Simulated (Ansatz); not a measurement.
C3H6S can be A, `C1CSC1`, or B, `C/C=C/S`.

Calculated with Ansatz (gas phase, PBE0-D4/def2-TZVP geometries, no zero-point term in ΔE). CBS: MP2 limit from def2 TZ/QZ plus the TZ coupled-cluster correction, frozen cores. Functionals use def2-TZVPP. B3LYP here is the variant with VWN-RPA as its local correlation; programs differ in this. One conformer a species, not always the lowest.

Which is lower in electronic energy at CCSD(T)/CBS, and by how much? (Best estimate.)

Ansatz gave: B, by 0.7 kcal/mol.

Give E(B) − E(A) in kcal/mol with ωB97M-V, MP2/def2-TZVPP, B3LYP, CCSD(T)/def2-TZVPP, B3LYP-D4, BLYP-D4, LDA (SPW92). (Best estimate.)

Ansatz gave: ωB97M-V 0.0, MP2/def2-TZVPP 0.7, B3LYP -4.9, CCSD(T)/def2-TZVPP -0.8, B3LYP-D4 -4.1, BLYP-D4 -6.1, LDA (SPW92) 1.1. The order is the other way round with MP2/def2-TZVPP, LDA (SPW92).

Does the order hold for the free energy at 298.15 K (harmonic terms from PBE0-D4)? (An estimate is asked.)

Computed: Yes: G(B) − G(A) = -4.5 kcal/mol, for one conformer each.

Largest T1 diagnostic: 0.011.

From PBE to PBE0 (25 % exact exchange), in def2-TZVPP and without D4, E(B) − E(A) moves by +2.3 kcal/mol. At CCSD(T), def2-SVP lies −2.6 kcal/mol from the extrapolated value and def2-TZVPP −0.2 kcal/mol.
